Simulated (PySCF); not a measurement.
## How the method changes the constants of SiCl

State: ²Π (doublet), unpaired electrons π ↑. Set-up: Si def2-SVPD, Cl def2-SVPD; no relativity (PySCF 2.14). De refers to Si + Cl in their high-spin ground configurations, without counterpoise correction. The functionals are run spin-unrestricted. A positive dipole means Si(−)Cl(+).

```tsv
Level	Re (Å)	ωe (cm⁻¹)	De (eV)	μ (D)
UHF	2.114	512	2.98	-1.40
UHF-MP2	2.110	514	4.05	n/a
UHF-SCS-MP2	2.115	508	3.95	n/a
UHF-CCSD	2.115	510	3.80	n/a
UHF-CCSD(T)	2.118	506	3.91	n/a
PBE	2.119	499	4.53	-0.99
TPSS	2.119	500	4.42	-1.01
r²SCAN	2.105	513	4.41	-0.92
TPSSh	2.112	507	4.37	-1.04
PBE0	2.101	518	4.36	-1.05
BHandHLYP	2.103	516	4.08	-1.25
CAM-B3LYP	2.102	516	4.24	-1.18
```

The bond length runs from 2.101 Å (PBE0) to 2.119 Å (TPSS). De spans 2.98 eV (UHF, mean field) to 4.53 eV (PBE, GGA). Correlation at CCSD(T) changes the Hartree–Fock bond energy by +0.93 eV; the triples alone change it by +0.11 eV.

Correlated steps freeze 10 core orbitals. Correlated levels converge slowly with the basis: in double zeta they bind strong bonds too weakly, by up to about 1 eV, and carry superposition errors of some tenths. The state was picked by a PBE0 search and need not be the measured ground state.

The whole job (state search and all levels along the bond) took about 1.8 min on 1 thread of Arm Neoverse V2 (shared host), peak memory 0.58 GiB.
